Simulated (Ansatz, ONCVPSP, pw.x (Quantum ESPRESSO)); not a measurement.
## V (Z = 23): one change to the ONCV potential, in the atom and in the bcc crystal

V (Z = 23), optimised norm-conserving Vanderbilt (ONCV), made with ONCVPSP 4.0.1 (PBE, scalar-relativistic). Core [Ar], reference 3d4 4s1. Waves: 4s: rc 3.15 bohr, ncon 4, nbas 8, qcut 1.9 1/bohr, 2 projectors, debl 0.8 Ha; p scattering state at 0.46 Ha: rc 2.50 bohr, ncon 4, nbas 7, qcut 3.1 1/bohr, 2 projectors, debl 2.5 Ha; 3d: rc 1.60 bohr, ncon 4, nbas 9, qcut 7.8 1/bohr, 2 projectors, debl 1.1 Ha. Local part: polynomial inside 1.50 bohr (lpopt 2, dvloc0 0 Ha). Core correction: Teter function, fcfact 1.75, rcfact 1.45.

Change: core correction Teter function, fcfact 1.1, rcfact 1.45.

Cutoffs, loose and tight: the cutoffs (Ha) at which the residual kinetic energy of the hardest occupied pseudo-wave falls to 1 and 0.1 mHa per electron. They do not see the model core or the augmentation charge, which bear on the density cutoff. Test errors are all-electron minus pseudo excitation energies from the reference, over the configurations 3d3 4s2; 3d3 4s1; 3d3 4s0; 3d3 4s1.5; variants that change the core or the reference have their own tests.

Crystal test: bcc V in pw.x 7.5, no spin, 15³ k-points, Fermi–Dirac smearing 0.01 Ry, cutoffs set for each file from its atomic test. The reference is all-electron LAPW (Ansatz 0.2.0) with the same functional, mesh and smearing; V0 and B0 come from Birch–Murnaghan fits to the pressures at five volumes. Errors are pseudo minus all-electron; Δ is the rms difference of the E(V) curves that follow from these fits, minima aligned, over ±6 % about the mean V0. Mesh and smearing are coarse, so the numbers serve the comparison and aren't converged zero-temperature values; the lattice is a test structure that the element need not adopt.

All-electron: a0 = 3.000 Å (V0 = 13.50 Å³/atom), B0 = 179.4 GPa.

Does the change bring the crystal closer to the all-electron result?

The mean pressure error goes from -4.35 to -3.72 GPa, so the change moves the solid closer to the all-electron pressures. The B0 error goes the other way, from -2.8 to -3.9 %.

```tsv
quantity	base	changed
outcome (atom)	generated	generated
cutoff, loose (atom)	28 Ha	28 Ha
cutoff, tight (atom)	72 Ha	72 Ha
bound ghosts (atom)	none	none
largest test error (meV) (atom)	-54 over the solved tests; 1 of 4 tests not solved or not reliable	-20
cutoffs in pw.x (Ry)	165/660	165/660
a0 (Å)	2.975	2.978
a0 error (%)	-0.83	-0.71
B0 error (%)	-2.8	-3.9
Δ (meV/atom)	13.1	11.1
mean pressure error (GPa)	-4.35	-3.72
```

Base: The largest radius (3.15 bohr) exceeds half the bond length (2.45 bohr), so the spheres overlap, which is one possible source of error among others. This is a poor potential for the solid. The generator flags a localised state at positive energy (s at 36 eV). Atomic configuration tests: 1 of 4 tests not solved or not reliable. Changed file: The largest radius (3.15 bohr) exceeds half the bond length (2.45 bohr), so the spheres overlap, which is one possible source of error among others. This is a poor potential for the solid. The generator flags a localised state at positive energy (s at 36 eV).
